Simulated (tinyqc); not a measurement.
Worked calculation: Hueckel theory of the pi electrons with the omega technique, for the molecule C=CC=NC=C (SMILES; centres numbered as the heavy atoms are written). One step of it, computed by the program tinyqc.

Task: Energy, charges, bond orders. E = sum n x; q_r = z_r - P_rr; bond order p = P_rs; free valence = sqrt(3) - sum of p over the bonds of the atom.

final x values: 1.932854  1.288358  0.530938  -0.353150  -1.208765  -1.690236

occupations: 2.000000  2.000000  2.000000  0.000000  0.000000  0.000000

final P:
```
           1C         2C         3C         4N         5C         6C
1C   0.963518   0.869281   0.060615  -0.385085   0.023419   0.300842
2C   0.869281   0.990859   0.486161  -0.024248  -0.085072   0.009459
3C   0.060615   0.486161   0.940364   0.778428  -0.038455  -0.385991
4N  -0.385085  -0.024248   0.778428   1.119810   0.480116  -0.017491
5C   0.023419  -0.085072  -0.038455   0.480116   0.988786   0.871836
6C   0.300842   0.009459  -0.385991  -0.017491   0.871836   0.996662
```

Centres:
```
centre  z_r, pi electrons of the neutral centre         h
1C                                            1  0.000000
2C                                            1  0.000000
3C                                            1  0.000000
4N                                            1  0.500000
5C                                            1  0.000000
6C                                            1  0.000000
```

Bonds:
```
i  j         k
1  2         1
2  3         1
3  4         1
4  5  1.000000
5  6         1
```

Give: pi energy = 6 alpha + this times beta; pi charges; Bond orders and lengths from R = 1.517 - 0.180 p; free valence of the carbons; gap between the highest filled and the next level.

Result:

pi energy = 6 alpha + this times beta = 7.5043

pi charges: 1C 0.0365, 2C 0.0091, 3C 0.0596, 4N -0.1198, 5C 0.0112, 6C 0.0033

Bond orders and lengths from R = 1.517 - 0.180 p (angstrom, C-C alone):
```
bond       p       R
1-2   0.8693  1.3605
2-3   0.4862  1.4295
3-4   0.7784       -
4-5   0.4801       -
5-6   0.8718  1.3601
```

free valence of the carbons: 1C 0.8628, 2C 0.3766, 3C 0.4675, 5C 0.3801, 6C 0.8602

gap between the highest filled and the next level = 0.8841 |beta|
